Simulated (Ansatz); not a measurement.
Ansatz (an electronic-structure program) input (HF/def2-TZVPP):

Ansatz 0.2 input:
```yaml
crystal:
  periodic: [false, false, false]
  atoms:
    - {symbol: C, position_ang: [0.00394345, 0.00524516, 0.76725426]}
    - {symbol: Cl, position_ang: [-0.01752138, 1.48253369, -0.22626440]}
    - {symbol: Cl, position_ang: [0.01529894, -1.48548974, -0.20614288]}
    - {symbol: H, position_ang: [-0.89039947, -0.00050138, 1.37837936]}
    - {symbol: H, position_ang: [0.90452024, 0.01928333, 1.36901878]}
basis:
  gaussian:
    orbitals: def2-TZVPP
hamiltonian:
  xc: {name: HF}
accuracy: high
magnetization: {spin_polarized: false}
```

Output:

```
Functional definition: HF
integrals: 0.31 GiB planned
2301 factors; integrals over basis functions are off by at most 3.8e-9 eV
mean field: 0.71 GiB planned
mean field evaluation 1: about -26069.1661 eV, gradient 1.6e1 eV
mean field evaluation 2: about -26069.3406 eV, gradient 1.6e1 eV
mean field evaluation 4: about -26070.1981 eV, gradient 2.6e0 eV
mean field evaluation 8: about -26070.2271 eV, gradient 1.4e-1 eV
mean field evaluation 16: about -26070.2272 eV, gradient 3.2e-8 eV
mean field -26070.22720171 eV, -958.0631786281 hartree, gradient 3.2e-8 eV, S^2 0.000000; 0 other end points of the search recorded, 0 dependent functions left out
reference -26070.22720171 eV, -958.0631786281 hartree; 21, 21 occupied and 122, 122 virtual orbitals, 2301 factors
Total energy: -26070.22720171 eV, -958.0631786281 hartree
```
